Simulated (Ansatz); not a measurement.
**Strength of the C–H bond: C2H2F2 → C2HF2 + H**

Species: C2H2F2 (vinylidene fluoride) `C=C(F)F`, singlet; C2HF2 `[CH]=C(F)F`, doublet; H atom, doublet. 

Shapes, held fixed at every level: PBE0-D4/def2-TZVP. Programs: Ansatz 0.2.0. The zero-point and thermal change to 298 K, harmonic and unscaled (PBE0-D4/def2-TZVP), is -28.9 kJ/mol.

(1) Estimate ΔH(298 K) of this reaction.

Answers

(1) B2PLYP/def2-TZVPP gives ΔH(298 K) = +487.0 kJ/mol; the levels span +377.6 to +494.0. The median of the levels is +480.6. Hartree–Fock misses the correlation of the pair that is broken and comes out low. No measured value is set beside it here. Spin contamination: C2HF2 (⟨S²⟩ up to 0.90). Open shells run unrestricted unless RO is named. Times are processor times on shared x86 and Arm servers, and rough.

```csv
level,kind,ΔH(298 K) (kJ/mol),CPU time (sum over the molecules)
HF/def2-SVP,Hartree–Fock,+378.5,–
HF/def2-TZVPP,Hartree–Fock,+377.6,–
PBE-D4/def2-TZVPP,GGA,+476.4,11 s
BHLYP-D4/def2-TZVPP,global hybrid,+482.9,13 s
PBE0-D4/def2-TZVPP,global hybrid,+478.2,12 s
wB97M-V/def2-TZVPP,range-separated hybrid,+494.0,34 s
wB97X-V/def2-TZVPP,range-separated hybrid,+491.7,26 s
B2PLYP/def2-TZVPP,double hybrid,+487.0,18 s
```
